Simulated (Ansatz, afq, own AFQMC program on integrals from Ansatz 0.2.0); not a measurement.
**NH2O, quartet: AFQMC among the cluster methods**

```xyz
4

O    -1.0102   -0.0292    0.0000
H    -1.2595    0.8974    0.0000
H     0.1908   -0.0292    0.0000
N     1.2308   -0.0292    0.0000
```

Connectivity, by distances: OH ··· N, 1 bridging H.

Basis cc-pVTZ. Only valence electrons are correlated. AFQMC by an in-house program on the Cholesky factors that Ansatz 0.2.0 writes for its CCSD(T) run. The CISD trial takes its coefficients from CCSD amplitudes. Released means that phaseless walkers are propagated on without the constraint, phases kept. Uncertainties: one standard error, sampling alone.

Determinant: UHF, the one that the program's search chose, which needn't be the lowest solution. The geometry is a point of a scan.

No full CI on the walks' own integrals is used here; CCSDT(Q) serves as the reference and is uncertain by about the last step of the cluster series.

Cautions: lower spins were not checked; the released energies are still falling, so no released level is given (meV from the phaseless value at times in 1/Eh: -20 ± 6 at 0.24, -23 ± 6 at 0.51, -23 ± 6 at 0.99, -39 ± 9 at 1.62, -32 ± 15 at 2.40), though the last usable value meets CCSDT(Q) within the noise.

The T1 diagnostic is 0.0292 and the weight of the determinant in the CISD state is 0.878. The ⟨S²⟩ of the determinant is 3.792. The size of the correlated space is 13 electrons in 86 orbitals.

```json
{"level": "MP2", "correlation energy (eV)": "-10.0059"}
{"level": "CCSD", "correlation energy (eV)": "-10.8186"}
{"level": "CCSD(T)", "correlation energy (eV)": "-11.1731"}
```

Task: Estimate where phaseless AFQMC with the Hartree–Fock trial lies against CCSD(T) on the same integrals.

Result: 10.0 ± 2.6 kJ/mol above CCSD(T).

Reference: CCSDT(Q), correlation energy -11.221 eV.

```json
{"level": "CCSD(T)", "E − E(reference) (kJ/mol)": "4.7", "share of correlation (%)": "99.57"}
{"level": "CCSDT", "E − E(reference) (kJ/mol)": "2.0", "share of correlation (%)": "99.82"}
{"level": "ph-AFQMC/HF", "E − E(reference) (kJ/mol)": "14.6 ± 2.6", "share of correlation (%)": "98.65"}
{"level": "ph-AFQMC/CISD", "E − E(reference) (kJ/mol)": "3.3 ± 0.6", "share of correlation (%)": "99.70"}
```

A walk keeps the symmetry of its determinant, which the program's search chose and which needn't be the lowest solution, so a lower state of the same spin and another symmetry isn't excluded.
